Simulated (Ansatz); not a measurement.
**CH4BO: rigid scan of one bond length**

Aim: a rigid scan of one bond length, for CH4BO, run from a script. SMILES: C[B]O.

Program: the Python package of Ansatz 0.2.0. Level of theory: Hartree-Fock/6-31G*. These are calculated values, not measurements.

## Step 1: The system

Bond lengths: C1–B2 1.527 Å, B2–O3 1.437 Å, C1–H4 1.049 Å, C1–H5 1.163 Å, C1–H6 1.148 Å, O3–H7 0.986 Å. Angles: C1–B2–O3 118.4°, B2–C1–H4 111.1°, B2–C1–H5 110.4°, B2–C1–H6 111.6°, H4–C1–H5 108.0°, H4–C1–H6 110.9°, H5–C1–H6 104.5°, B2–O3–H7 107.0°.

No structure file is read: the coordinates are typed or built in the script.

## Step 2: Script

Contents of scan_ch4bo.py:

```python
# -*- coding: utf-8 -*-
"""Potential curve of CH4BO along one bond."""

import warnings

import ansatz as az
import numpy as np


def main():
    warnings.simplefilter("ignore", az.DeckWarning)

    system = (
        az.Crystal.molecule()
        .atom("C", [-0.6232, 0.3848, -0.3111])
        .atom("B", [0.8829, 0.1522, -0.2173])
        .atom("O", [1.3933, -0.5799, 0.9094])
        .atom("H", [-1.1437, -0.5249, -0.3531])
        .atom("H", [-0.8811, 0.9917, -1.269])
        .atom("H", [-1.0057, 1.0354, 0.5542])
        .atom("H", [1.4388, -1.5273, 0.6411])
    )

    symbols = [site.symbol for site in system.cartesian_sites]
    start = np.array([site.position_ang for site in system.cartesian_sites])
    axis = (start[3] - start[0]) / np.linalg.norm(start[3] - start[0])
    moving = [3]
    lengths, energies = [0.923, 0.965, 1.007, 1.049, 1.091, 1.133, 1.175, 1.238], []
    for length in lengths:
        xyz = start.copy()
        xyz[moving] += (length - np.linalg.norm(start[3] - start[0])) * axis
        point = az.Crystal.molecule()
        for symbol, xyz in zip(symbols, xyz):
            point = point.atom(symbol, xyz.tolist())
        job = (
            point.calculation()
            .basis(gaussian="6-31G*")
            .functional("hf")
            .spin("collinear", total=1)
        )
        data = job.run(threads=1).report
        energies.append(data["free_energy_ev"])
        print(f"r = {length:6.3f} A  E = {energies[-1]:.5f} eV  <S^2> = {abs(data['mean_field']['state']['spin_squared']):.3f}")

    # quartic fit about the minimum
    fit = np.polynomial.Polynomial.fit(lengths, np.array(energies) - min(energies), 4).convert()
    roots = [r.real for r in fit.deriv().roots() if abs(r.imag) < 1e-9 and fit.deriv(2)(r.real) > 0]
    r_e = min(roots, key=lambda r: abs(r - lengths[int(np.argmin(energies))]))
    print(f"minimum of the fit at {r_e:.4f} A, force constant {fit.deriv(2)(r_e):.2f} eV/A^2")


if __name__ == "__main__":
    main()
```

## Step 3: The input behind the calls

The engine receives this input (first run):

```yaml
crystal:
  periodic: [false, false, false]
  atoms:
    - { symbol: C, position_ang: [-0.6232, 0.3848, -0.3111] }
    - { symbol: B, position_ang: [0.8829, 0.1522, -0.2173] }
    - { symbol: O, position_ang: [1.3933, -0.5799, 0.9094] }
    - { symbol: H, position_ang: [-1.0812143104018817, -0.4156911011961417, -0.3480579270641288] }
    - { symbol: H, position_ang: [-0.8811, 0.9917, -1.269] }
    - { symbol: H, position_ang: [-1.0057, 1.0354, 0.5542] }
    - { symbol: H, position_ang: [1.4388, -1.5273, 0.6411] }
basis:
  gaussian:
    orbitals: "6-31G*"
hamiltonian:
  xc: hf
magnetization:
  spin_polarized: true
  initial_magnetization: 1.0
```

## Step 4: Launch

Run with:

```sh
python scan_ch4bo.py
```

**Question.** What results will this script give? Wanted: range of energy; lowest point, distance.

**Answer**, as computed:

| quantity | value |
| --- | --- |
| bond length at the fit's minimum | 1.0863 Å |
| runs compared | 8 |
| range of energy | 0.674 eV |
| lowest point, distance (Å) | 1.09 |

What this shows: The curve has its lowest point inside the range, at 1.09. The ends stand 0.674 and 0.315 eV above it. The distance scanned is the script's pair 0, 3. What to keep in mind:
- The rest of the molecule is held rigid at a force-field or estimated start geometry, and the basis set is modest; single-reference methods fail as a bond breaks.
- The species is open-shell (spin multiplicity 2).
